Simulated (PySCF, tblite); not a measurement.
**A complex of Li+ and 2 × acetonitrile**

A gas-phase complex of Li+ and 2 × acetonitrile; charge +1, singlet. The structure comes from a short search (6 tight-binding starts) and was relaxed by PBE0-D3(BJ)/def2-SVPD; another way of binding may lie lower. No frequency run checks that it is a minimum.

Parts: 1 = Li+ ([Li+]), atoms 1, charge +1; 2 = acetonitrile (CC#N), atoms 2–7; 3 = acetonitrile (CC#N), atoms 8–13.

```xyz
13

Li    2.546   -1.723    2.683
C    -1.844   -2.671    3.300
C    -0.444   -2.368    3.105
N     0.674   -2.126    2.951
H    -2.372   -2.610    2.338
H    -1.949   -3.685    3.708
H    -2.284   -1.949    4.002
C     6.941   -0.793    2.083
C     5.540   -1.090    2.273
N     4.421   -1.328    2.424
H     7.075   -0.220    1.156
H     7.312   -0.202    2.932
H     7.512   -1.730    2.017
```
Atom numbers follow the order of the file, from 1.

Contacts between parts, classed by geometry: Li1···N10 1.933 Å (ion contact); Li1···N4 1.934 Å (ion contact).

Interaction energies are complex less parts, with the parts frozen as they stand in it; counterpoise-corrected, in kcal/mol (PySCF).

(1) Give the interaction energy at each level run.

(2) What holds them together? Decompose the wB97M-D3(BJ)/def2-SVPD energy: frozen parts, their antisymmetrised product, then relaxation.

(3) Are the pair energies additive?

The parts were also relaxed and run alone, at the levels used for the complex: shieldings by PBE0/pcSseg-1; core levels by delta-SCF with SCAN, pcX-2 on the ionised atom and pcseg-1 elsewhere, spin-free X2C.

(4) How do these values change when the complex forms?

Answers

(1) 
```
                 level  interaction  superposition error removed
wB97M-D3(BJ)/def2-SVPD       -81.68                        -1.81
 PBE0-D3(BJ)/def2-SVPD       -82.93                        -1.82
```

(2) electrostatic -77.1, Pauli repulsion +25.2, orbital relaxation -30.2, dispersion correction -1.3 kcal/mol, which sum to the value before the counterpoise correction; the Pauli term holds the exchange-correlation of the frozen density too. Of the attraction, 71 % is electrostatic, 28 % is orbital relaxation, 1 % is dispersion correction.

(3) The pairs sum to -88.34 kcal/mol (1–2 -45.4, 1–3 -45.4, 2–3 2.5); the rest of +6.67 is a many-body weakening.

(4) 
```csv
property,alone,in the complex,change
shielding of Li1 (ppm),95.2,93.7,-1.4
shielding of N10 (ppm),-39.4,27.3,+66.7
shielding of N4 (ppm),-39.4,27.3,+66.7
C9 1s core level (eV),292.66,297.46,+4.80
N10 1s core level (eV),405.35,409.82,+4.48
```

The core-hole states of C9, N10 are spin-contaminated (⟨S²⟩ 0.83, 0.81 against 0.75 for a pure doublet), so those values and differences from them are less sure.
